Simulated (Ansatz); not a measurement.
Reaction (SMILES): S (H2S) → [SH] (SH) + H atom
B3LYP-D3(BJ)/def2-TZVP geometries, fixed; electronic energies without zero-point terms.

Basis-set convergence of the bond dissociation energy at MP2 with Ansatz (a program for electronic structure). Cartesian d functions, on some or all atoms, in 6-311G**; all else is spherical. Cores are frozen. Open shells are unrestricted. No added dispersion term, no relativity. Functions are those of the species that has most. Reference: Hartree-Fock in aug-cc-pV(Q+d)Z plus the correlation part extrapolated as X^-3 from aug-cc-pV(T+d)Z and aug-cc-pV(Q+d)Z, 95.82 kcal/mol, itself unsure by roughly 0.30 kcal/mol (a third of the extrapolation step and of the last Hartree-Fock step).

```json
[
 {"basis": "def2-SV(P)", "functions": "22", "bond dissociation energy (kcal/mol)": "78.47"},
 {"basis": "cc-pV(D+d)Z", "functions": "33", "bond dissociation energy (kcal/mol)": "?"},
 {"basis": "6-311G**", "functions": "39", "bond dissociation energy (kcal/mol)": "88.93"},
 {"basis": "def2-TZVP", "functions": "49", "bond dissociation energy (kcal/mol)": "90.66"},
 {"basis": "pcseg-2", "functions": "62", "bond dissociation energy (kcal/mol)": "93.39"},
 {"basis": "jun-cc-pV(T+d)Z", "functions": "76", "bond dissociation energy (kcal/mol)": "?"},
 {"basis": "def2-TZVPPD", "functions": "85", "bond dissociation energy (kcal/mol)": "?"},
 {"basis": "aug-cc-pV(T+d)Z", "functions": "101", "bond dissociation energy (kcal/mol)": "93.87"},
 {"basis": "cc-pV(Q+d)Z", "functions": "124", "bond dissociation energy (kcal/mol)": "94.74"},
 {"basis": "pcseg-3", "functions": "130", "bond dissociation energy (kcal/mol)": "94.82"},
 {"basis": "def2-QZVPPD", "functions": "145", "bond dissociation energy (kcal/mol)": "94.83"},
 {"basis": "aug-pcseg-3", "functions": "187", "bond dissociation energy (kcal/mol)": "94.79"},
 {"basis": "cc-pV(5+d)Z", "functions": "210", "bond dissociation energy (kcal/mol)": "?"}
]
```

**Question.** Some entries are withheld; supply them.

**Answer.** 
- cc-pV(D+d)Z, bond dissociation energy (kcal/mol): 88.20
- jun-cc-pV(T+d)Z, bond dissociation energy (kcal/mol): 93.33
- def2-TZVPPD, bond dissociation energy (kcal/mol): 93.53
- cc-pV(5+d)Z, bond dissociation energy (kcal/mol): 95.31
